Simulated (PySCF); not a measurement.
# One shape, several levels: NF3 (SMILES FN(F)F)

Wanted: a comparison of 6 runs (HF/STO-3G, HF/def2-SVP, B3LYP/6-31G*, CCSD(T)/3-21G, CCSD(T)/6-31G, CCSD(T)/6-31G**) of NF3. Input form: a Python script.

Program for the calculation: PySCF 2.14.0.

## 1. The system as given

NF3 has 4 atoms, charge 0, and is taken as a singlet. As SMILES, `FN(F)F`. The coordinates come from a PBE0-D4/def2-TZVP relaxation.

Bond lengths: F1–N2 1.360 Å, N2–F3 1.360 Å, N2–F4 1.360 Å. Angles: F1–N2–F3 102.1°, F1–N2–F4 102.1°, F3–N2–F4 102.1°.

## 2. Energy and gradient at HF/STO-3G (run 1)

input.py reads:

```python
from pyscf import gto

mol = gto.Mole()
mol.atom = 'F 0.614010 0.000340 1.066930; N 0.353420 -0.074150 -0.266250; F -0.636280 -1.006490 -0.312240; F -0.331150 1.080310 -0.488440'
mol.spin = 0
mol.charge = 0
mol.basis = 'sto-3g'
mol.verbose = 4
mol.max_memory = 1860
mol.build()

calc0 = mol.RHF()
calc0.conv_tol = 1e-10
calc0.kernel()
if not calc0.converged:
    calc0 = calc0.newton().run(calc0.mo_coeff, calc0.mo_occ)

etot = calc0.e_tot
print(f'total energy: {etot:.8f} hartree')
grad = calc0.nuc_grad_method().kernel()
calc0.analyze()
```

Run with:

```sh
OMP_NUM_THREADS=1 python input.py
```

Standard output:

```text
PySCF version 2.14.0

[... 69 lines left out ...]
Total Energy =                        -347.752100400927418
[... 4 lines left out ...]
DFT Exchange-Correlation Energy =      -37.152912422044153
[... 6 lines left out ...]
MO #5   energy= -1.68461044342791  occ= 2
[... 4 lines left out ...]
MO #10  energy= -0.69326724384097  occ= 2
[... 4 lines left out ...]
MO #15  energy= -0.49979878790659  occ= 2
[... 4 lines left out ...]
MO #20  energy= 0.495517460482192  occ= 0
[... 27 lines left out ...]
Dipole moment(X, Y, Z, Debye): -0.30872,  0.06481,  0.23260
```

Run time: 0.99 s. Hardware: 1 thread of Arm Neoverse V1, shared host; peak memory 0.12 GiB.

## 3. Energy and forces at HF/def2-SVP (run 2)

calc.py reads:

```python
from pyscf import gto

mol = gto.Mole()
mol.atom = '''
F        0.614010       0.000340       1.066930
N        0.353420      -0.074150      -0.266250
F       -0.636280      -1.006490      -0.312240
F       -0.331150       1.080310      -0.488440
'''
mol.basis = 'def2-svp'
mol.verbose = 4
mol.max_memory = 1860
mol.spin = 0
mol.build()

myscf = mol.RHF()
myscf.conv_tol = 1e-10
myscf.kernel()
if not myscf.converged:
    myscf = myscf.newton().run(myscf.mo_coeff, myscf.mo_occ)

energy = myscf.e_tot
print('E(%s) = %.9f' % ('HF', energy))
grad = myscf.nuc_grad_method().kernel()
dip = myscf.dip_moment()
pop, q = myscf.mulliken_pop()
```

Run with:

```sh
OMP_NUM_THREADS=1 python calc.py
```

Standard output:

```text
PySCF version 2.14.0

[... 60 lines left out ...]
converged SCF energy = -352.242226979795
[... 11 lines left out ...]
Dipole moment(X, Y, Z, Debye):  0.30762, -0.06443, -0.23172
[... 61 lines left out ...]
charge of    3F =     -0.25245
```

Wall time 1.6 s (1 thread of Arm Neoverse V1, shared host); peak memory 0.13 GiB.

Runs 3 to 5 aren't shown in full; the table further down has their settings and results.

## 4. A single-point energy at CCSD(T)/6-31G(d,p) (spherical functions) (run 6)

job.py reads:

```python
from pyscf import gto, cc

mol = gto.Mole()
mol.atom = [
    ('F', (0.614010, 0.000340, 1.066930)),
    ('N', (0.353420, -0.074150, -0.266250)),
    ('F', (-0.636280, -1.006490, -0.312240)),
    ('F', (-0.331150, 1.080310, -0.488440)),
]
mol.max_memory = 1860
mol.charge = 0
mol.verbose = 3
mol.basis = '6-31g**'
mol.build()

mf = mol.RHF()
mf.conv_tol = 1e-10
mf.kernel()
if not mf.converged:
    mf = mf.newton().run(mf.mo_coeff, mf.mo_occ)

mycc = cc.CCSD(mf, frozen=4)
mycc.kernel()
e_t = mycc.ccsd_t()
e_final = mycc.e_tot + e_t
print('Final energy', e_final)
mf.analyze()
```

Run with:

```sh
OMP_NUM_THREADS=1 python job.py
```

Standard output:

```text
converged SCF energy = -352.532523716193
[... 9 lines left out ...]
MO #6   energy= -1.65178003066704  occ= 2
[... 9 lines left out ...]
MO #16  energy= -0.672548768094339 occ= 2
[... 9 lines left out ...]
MO #26  energy= 1.31529749832747   occ= 0
[... 9 lines left out ...]
MO #36  energy= 1.69737350504594   occ= 0
[... 9 lines left out ...]
MO #46  energy= 2.41700850373934   occ= 0
[... 9 lines left out ...]
MO #56  energy= 3.3944225533628    occ= 0
[... 5 lines left out ...]
Dipole moment(X, Y, Z, Debye):  0.24551, -0.05140, -0.18492
```

It took 7.8 s on 1 thread of Arm Neoverse V1, shared host; peak memory 0.2 GiB.

## 5. The series

| run | level | Cartesian functions | integration grid | energy (Eh) | dipole moment (D) of the reference | HOMO energy (eV) | LUMO energy (eV) | wall time |
| --- | --- | --- | --- | --- | --- | --- | --- | --- |
| 1 | HF/STO-3G | no | – | -347.752100 | 0.39 | -10.60 | 12.82 | 0.99 s |
| 2 | HF/def2-SVP | no | – | -352.242227 | 0.39 | -15.20 | 6.81 | 1.6 s |
| 3 | B3LYP/6-31G* (Cartesian functions) | yes | 5 | -354.070125 | 0.03 | -9.34 | 1.11 | 13 s |
| 4 | CCSD(T)/3-21G | no | – | -351.119888 | 0.36 | -14.76 | 7.07 | 1.9 s |
| 5 | CCSD(T)/6-31G | no | – | -352.922934 | 0.42 | -15.36 | 6.15 | 2 s |
| 6 | CCSD(T)/6-31G** (spherical functions) | no | – | -353.243329 | 0.31 | -14.88 | 7.14 | 7.8 s |

## 6. What came out

```
                                          quantity          value
                               run 6: total energy  -353.24333 Eh
       run 6: dipole moment (Hartree–Fock density)         0.31 D
        run 6: HOMO energy (Hartree–Fock orbitals)      -14.88 eV
        run 6: LUMO energy (Hartree–Fock orbitals)        7.14 eV
      run 6: HOMO–LUMO gap (Hartree–Fock orbitals)       22.02 eV
run 6: correlation energy (4 core orbitals frozen)     -710.8 mEh
                             run 6: (T) correction     -19.04 mEh
                              run 6: T1 diagnostic          0.015
```

**Reading.** Over runs 1, 2, 3 the dipole moment (its size) runs from 0.03 D (B3LYP/6-31G*) to 0.39 D (HF/STO-3G). The two ends differ in method and basis. The two dipoles point in opposite directions. Over runs 1, 2, 3 the HOMO–LUMO gap runs from 10.45 eV (B3LYP/6-31G*) to 23.43 eV (HF/STO-3G). In run 1 the basis is minimal, so the values are rough. All runs together took 28 s, the longest 13 s.
